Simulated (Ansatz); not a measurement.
B₂H₂⁺. The state is a doublet with charge 1. Geometry relaxed at r2SCAN-D4/def2-TZVP.

```xyz
4

B    -0.746    0.028   -0.304
B     0.747   -0.030    0.302
H     1.832   -0.070    0.745
H    -1.833    0.072   -0.742
```

The structure comes from a short search, and lower isomers may exist.

Question: Estimate the harmonic wavenumbers at UKS r2SCAN-D4/def2-TZVP (Ansatz, unscaled). Is this a minimum?

Answer: 463, 547, 568, 779, 1099, 2830, 2862 cm⁻¹. Yes, no mode is imaginary beyond noise. Zero-point energy 54.7 kJ/mol. Hardware: 4 threads of AMD EPYC 9R45 on a shared host. Wall time 17 s.
